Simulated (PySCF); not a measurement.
# AlC: from the state search to spectroscopic constants

The task here is to estimate one member of a computed series from the others.

Computed with PySCF 2.14.0. Level: Al 3-21G, C 3-21G, no relativity.

The first run:

Settings of the job:

```
atoms                         : Al, C
charge                        : 0
basis                         : Al 3-21G, C 3-21G
Hamiltonian                   : no relativity
basis functions               : 22
electrons treated             : 19
masses in u                   : 26.9815, 12.0000
levels                        : PBE0, PBE, r²SCAN, M06, BLYP, BHandHLYP, HF, MP2, SCS-MP2, CCSD, CCSD(T)
grid                          : 80 radial by 434 angular points
occupations                   : held fixed by the projection of orbital angular momentum
dissociation limit            : Al + C, each in its ground configuration
starting distance in angstrom : 1.905
values of 2S to try           : 1, 3
```

Started as:

```sh
$ OMP_NUM_THREADS=1 python dia.py task.json out
```

Among the steps run: Set-up; The PBE0 curve of the state that the search chose; Higher solutions at PBE0; PBE; r²SCAN (meta-GGA); M06; BLYP (GGA); BHandHLYP; UHF (mean field); Correlated methods on the Hartree–Fock reference.

One of the session's tables, all rows but one given; the rest of the session is left out.

Energy (eV) from each level's lowest point:

| R (Å) | UHF | UHF-MP2 | UHF-SCS-MP2 | UHF-CCSD | UHF-CCSD(T) |
| --- | --- | --- | --- | --- | --- |
| 1.751 | 0.722 | 0.759 | 0.755 | n/a | n/a |
| 1.832 | 0.317 | 0.343 | 0.341 | 0.343 | 0.349 |
| 1.914 | 0.094 | 0.110 | 0.108 | 0.110 | 0.114 |
| 1.975 | ? | ? | ? | ? | ? |
| 2.036 | 0.000 | 0.000 | 0.000 | 0.000 | 0.000 |
| 2.097 | 0.028 | 0.021 | 0.022 | 0.020 | 0.018 |
| 2.179 | 0.119 | 0.103 | 0.106 | 0.101 | 0.095 |
| 2.280 | 0.290 | 0.267 | 0.271 | 0.260 | 0.251 |
| 2.402 | 0.546 | 0.518 | 0.525 | 0.503 | 0.489 |
| 2.565 | 0.919 | 0.898 | 0.906 | n/a | n/a |

**Question.** Estimate the row for R (Å) = 1.975.

Worked estimate for «UHF». A straight line through the neighbours (1.914, 0.094) and (2.036, 0.000) gives 0.094 + (0.000 − 0.094) × (1.975 − 1.914) / (2.036 − 1.914) = 0.047; a parabola fitted to 4 rows on both sides gives 0.015.

**Answer.** UHF: 0.018; UHF-MP2: 0.025; UHF-SCS-MP2: 0.024; UHF-CCSD: 0.026; UHF-CCSD(T): 0.028. In «UHF» the line misses by +0.029 and the parabola by -0.003.
